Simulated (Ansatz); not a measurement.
How far each method lies from full CI for GaSi⁺, quintet

Geometry: that of the GaSi, quartet, kept fixed. The triplet lies 2.2 eV lower here.

```xyz
2

Si    0.0000    0.0000    0.0000
Ga    0.0000    0.0000    2.4181
```

Basis cc-pVDZ; Ansatz 0.2.0. Correlated methods freeze the noble-gas cores and the filled d shells of p-block atoms, which leaves 6 electrons in 26 orbitals. R marks a restricted (for open shells ROHF) determinant, U an unrestricted one. Active spaces: valence = (6e, 8o) chosen from the atoms' valence shells. No spin–orbit coupling is included, and no scalar relativity.

Full CI is exact within this basis and frozen core; it isn't the basis-set limit. The frozen core follows each run's orbitals, which can shift R against U totals by a few meV for light atoms and by up to 0.1 eV past Ca.

For open shells CISD and CISDTQ are restricted-active-space CI with the open shells as a complete middle space.

The UHF ⟨S²⟩ is 6.012. The T1 diagnostic (RCCSD) is 0.0560 and the largest doubles amplitude (RCCSD) is 0.095.

| level | E − E(full CI) (kcal/mol) | share of correlation (%) | wall time |
| --- | --- | --- | --- |
| RHF | 57.86 | 0.00 | – |
| RMP2 | 17.68 | 69.45 | – |
| CISD | 3.54 | 93.88 | 2 s |
| RCCSD | 4.01 | 93.07 | – |
| RCCSD(T) | 1.27 | 97.80 | 4.6 s |
| BCCD(T) | 1.24 | 97.86 | 3.7 s |
| RCCSDT | 0.16 | 99.72 | – |
| CISDTQ | 0.03 | 99.95 | 12 s |
| RCCSDT(Q) | -0.01 | 100.02 | 7.5 s |
| CASSCF (valence space) | 31.11 | 46.23 | – |
| NEVPT2 (valence space) | 8.46 | 85.38 | 3.1 s |
| MRCISD (valence space) | 1.21 | 97.91 | – |
| MRCISD+Q (valence space) | -0.04 | 100.06 | 3.8 s |

The correlation energy at full CI, counted from RHF, is -2.509 eV. That run took 29 s on 1 thread of Arm Neoverse V1, shared host over 429,776 determinants.

Run but not shown, since their state, orbitals or frozen core can't be matched to the reference's or they repeat it: UHF, UMP2, UCCSD, UCCSD(T), UCCSDT, UCCSDT(Q).

Times hold each run's SCF and search for its determinant on a shared host, so for small cases they say little of a method's own cost; they ran on 1 thread of Arm Neoverse V1. Some runs computed forces too.

The full-CI state has the irrep A2 of C2v, in the program's axes (one component, if the state is degenerate).

Natural occupations of full CI about the gap: 1.906 1.019 0.978 0.965 0.965 0.040 0.040 0.028 0.009 0.009; effectively unpaired electrons, Σ n²(2−n)², 4.04.
